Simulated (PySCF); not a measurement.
NMR data sheet: C$_{5}$H$_{7}$F

```yaml
Formula: C5H7F
SMILES: C=C/C=C(\C)F
Point_group_of_the_computed_structure: C1
Degrees_of_unsaturation: 2
Carbon_signals: 5
Proton_signals: 5
```

Atom-mapped SMILES (the numbers label the heavy atoms): `[CH2:1]=[CH:2]/[CH:3]=[C:4](\[CH3:5])[F:6]`. Hydrogens are named by the atom that carries them. Ha(C1) is cis to C3; Hb(C1) is trans to C3.

Calculated, not measured (PySCF 2.14.0 with density-fitted response routines): shielding tensors at B97-2/pcSseg-2 (GIAO), PBE0-D3(BJ)/def2-SVP structure, B3LYP/pcJ-1 coupling constants (spin–dipole term only in couplings to heteroatoms). Non-relativistic Hamiltonian, no solvent model, single conformer, fast rotation and ring inversion assumed for equivalent nuclei.

Shifts are taken against calculated references (same method and geometry level): TMS for $^{1}$H (31.36 ppm) and $^{13}$C (183.46 ppm); $^{19}$F (177.41 ppm) against CFCl3.

| carbon | δC, type | δH (multiplicity, J in Hz) | HMBC from (abs. J ≥ 3 Hz) | span of the C tensor (ppm) |
| --- | --- | --- | --- | --- |
| C1 | 120.9, CH2 | Ha(C1) 5.27 (m); Hb(C1) 5.13 (d of sext, 11.7, 1.2) | H(C3) | 200 |
| C2 | 139.8, CH | 6.58 (ddd, 17.9, 12.7, 11.7) | – | 232 |
| C3 | 116.1, CH | 5.94 (d of d of quint, 19.5, 12.7, 1.3) | H(C2), Ha(C1), Hb(C1), H(C5) | 153 |
| C4 | 171.3, C | – | H(C2), H(C3), H(C5) | 147 |
| C5 | 15.9, CH3 | 1.99 (dq, 16.5, 1.2) | H(C3) | 28 |

Other nuclei:
```json
{"atoms": "F6", "nucleus": "$^{19}$F", "environment": "vinylic fluorine", "δ (ppm)": "-90.5", "σ (ppm)": "267.9"}
```

Selected couplings (Hz, signed; the shortest-range and largest first, 30 at most; isotopes $^{13}$C, $^{19}$F, $^{1}$H): $^{1}J$(C4,F6) -329.9, $^{1}J$(C1,Hb(C1)) 171.4, $^{1}J$(C1,Ha(C1)) 166.0, $^{1}J$(C3,H(C3)) 160.4, $^{1}J$(C2,H(C2)) 157.7, $^{1}J$(C5,H(C5)) 135.3, $^{1}J$(C3,C4) 94.0, $^{1}J$(C1,C2) 78.0, $^{1}J$(C2,C3) 64.7, $^{1}J$(C4,C5) 56.1, $^{2}J$(C3,F6) 28.4, $^{2}J$(C5,F6) 28.1, $^{2}J$(C3,C5) 6.2, $^{2}J$(C2,C4) 4.6, $^{2}J$(Ha(C1),Hb(C1)) 1.7, $^{3}J$(F6,H(C3)) 19.5, $^{3}J$(Ha(C1),H(C2)) 17.9, $^{3}J$(F6,H(C5)) 16.5, $^{3}J$(H(C2),H(C3)) 12.7, $^{3}J$(Hb(C1),H(C2)) 11.7, $^{3}J$(C1,C4) 9.6, $^{3}J$(C2,F6) 5.2, $^{3}J$(C2,C5) 2.6, $^{4}J$(C1,F6) 18.1, $^{4}J$(H(C3),H(C5)) -1.4.

Carbon types of the structure: 1 × C, 2 × CH, 1 × CH2, 1 × CH3, which accounts for all hydrogens. δC 171.3: fully substituted alkene carbon. δC 139.8, 116.1: alkene CH; as expected for a trigonal carbon in a double bond. δC 120.9: terminal =CH2 carbon; as expected for a trigonal carbon in a double bond. δC 15.9: allylic methyl carbon; aliphatic region, no heteroatom directly attached. δH 1.99: hydrogen on an allylic methyl carbon; allylic position. The protons at 6.58 and 5.94 share a coupling of 12.7 Hz (vicinal). The protons at 5.13 and 6.58 share a coupling of 11.7 Hz (vicinal, cis across C=C).

C–F couplings over four or more bonds (about 3 Hz to the para carbon of a fluoroarene) are left out. Common functionals overestimate the size of one-bond C–F couplings by tens of Hz; these are unscaled. Splittings below 1 Hz are ignored in the labels, and close J values are merged. Unscaled 3J(H,H) at this level run about 10 % above measured values. Shifts are as computed. Against solution values, carbons near 30 ppm lie about +4 ppm off and those near 130 ppm about +7 ppm. Of 1211 compounds with measured shifts, 218 miss one by over three times the rms of a fit or turn the order of signals round; such compounds aren't used in these exercises. Unscaled 19F shifts against computed CFCl3 carry errors that often reach 10 to 50 ppm.
